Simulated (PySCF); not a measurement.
NaS: from constants to spectrum

UHF-CCSD(T) constants of NaS, ²Π (doublet), unpaired electrons π ↑ (basis Na def2-TZVPP, S def2-TZVPP; no relativity; PySCF 2.14; masses 22.9898 and 31.9721 u):

- ωe: 331.2 cm⁻¹
- ωexe: 1.49 cm⁻¹
- Be: 0.20381 cm⁻¹
- αe: 0.00150 cm⁻¹
- De to Na + S: 2.41 eV

Question: What force constant and bond length do these constants imply?

Answer: Reduced mass μred = 13.373 u; k = 5.8918×10⁻⁷·μred·ωe² (u, cm⁻¹, mdyn/Å) = 0.864 mdyn/Å; Re = √(16.8576/(μred·Be)) (u, cm⁻¹, Å) = 2.487 Å.

Question: Estimate the centrifugal constant D from the Kratzer relation and find the Dunham coefficient a1.

Answer: D = 4Be³/ωe² = 3.09e-07 cm⁻¹; a1 = −1 − αeωe/(6Be²) = -2.99.

Correlated steps freeze 6 core orbitals. The state was picked by a PBE0 search and need not be the measured ground state.
